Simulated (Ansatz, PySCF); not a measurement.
Molecule: C$_{3}$H$_{4}$N, net charge 1, singlet state. It need not be the lowest isomer of its formula. 
Geometry from a B3LYP-D3(BJ)/def2-TZVP (Ansatz, an electronic-structure program) optimisation:
```
C
C 1 1.3400
H 2 1.0822 1 119.89
H 2 1.0824 3 117.63 1 -180.00
H 1 1.0846 2 123.81 3 0.00
C 1 1.4033 5 115.57 2 180.00
N 6 1.1433 5 151.19 1 -180.00
H 7 1.0077 5 161.23 1 180.00
```
Charge +1, spin multiplicity 1.

Total electronic energies in hartree. Correlated levels leave the core frozen unless marked. Spin-orbit coupling is left out. Non-relativistic unless marked X2C. Basis-set limits of correlation are two-point, X^-3; Hartree-Fock from the larger set. The bracket is a focal-point correction in the basis named.

```
level                                                     program  energy (Eh)
-------------------------------------------------  --------------  -----------
HF-D3(BJ)/def2-TZVPD                                PySCF + dftd3   -170.19034
HF-D4/def2-TZVPD                                    PySCF + dftd4   -170.16207
SVWN5/def2-TZVPD                                           Ansatz   -169.67726
PBE-D3(BJ)/def2-TZVPD                              Ansatz + dftd3            ?
PBE0/def2-SVP                                              Ansatz            ?
r2SCAN0-D4/def2-TZVPD                              Ansatz + dftd4   -171.08075
M06-2X/def2-TZVPD                                           PySCF   -171.13034
B2PLYP-D3(BJ)/def2-TZVPD                           Ansatz + dftd3   -171.06684
RPA@PBE/cc-pVTZ                                            Ansatz   -171.14461
SCS-MP2/STO-3G                                             Ansatz   -168.24296
SCS-MP2/6-31G                                              Ansatz   -170.37623
X2C-CCSD(T)/cc-pVTZ-DK                                     Ansatz   -170.91560
CCSD(T) with core electrons/cc-pwCVTZ                      Ansatz   -171.04952
RI-MP2/CBS(cc-pVTZ,cc-pVQZ)+[CCSD(T)-MP2]/cc-pVDZ          Ansatz    -170.9226
RI-MP2/CBS(cc-pVTZ,cc-pVQZ)+[CCSD(T)-MP2]/cc-pVTZ          Ansatz    -170.9238
```

Problem. Complete the blanks.

Solution. 
- PBE-D3(BJ)/def2-TZVPD, energy (Eh): -170.99572
- PBE0/def2-SVP, energy (Eh): -170.81053
